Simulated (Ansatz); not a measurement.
This geometry of C$_{2}$H$_{4}$FO (8 atoms, charge 1, multiplicity 1) is a first-order saddle point.

Theory: RKS PBE/def2-SVP (Ansatz).

```xyz
8
Properties=species:S:1:pos:R:3
O -0.164 1.217 -0.380
C 0.477 0.157 0.409
C 0.039 -1.101 0.245
F -0.935 -1.385 -0.598
H -0.032 1.151 -1.360
H -1.122 1.372 -0.177
H 1.268 0.543 1.062
H 0.470 -1.954 0.799
```

Q: Which two structures does it join? (They come from a converged band through this point; their orientation in space is the band's.)

A: No bond is made or broken. The dihedral H6–O1–C2–C3 goes from 123 to 2°. The two ends are copies of one structure, up to a mirror image or an exchange of like atoms.

Image 0:

```xyz
8
Properties=species:S:1:pos:R:3
O -0.222 1.181 -0.365
C 0.345 0.157 0.511
C 0.239 -1.107 0.080
F -0.410 -1.349 -1.057
H -0.579 0.774 -1.202
H -0.915 1.750 0.058
H 0.870 0.574 1.378
H 0.671 -1.980 0.597
```

Image 8:

```xyz
8
Properties=species:S:1:pos:R:3
O -0.270 1.182 -0.323
C 0.500 0.147 0.365
C -0.013 -1.089 0.319
F -1.127 -1.298 -0.379
H 0.234 1.679 -1.018
H -1.104 0.801 -0.712
H 1.364 0.542 0.911
H 0.415 -1.963 0.838
```

Q: How far does it lie above each of them?

A: 0.9 kcal/mol above the first and 0.9 kcal/mol above the second. This is the barrier of this one path; another mechanism may lie lower. Limits of this set-up: the dipole of an ion depends on the origin.

Run time: 37 s on 1 CPU thread of a shared host.
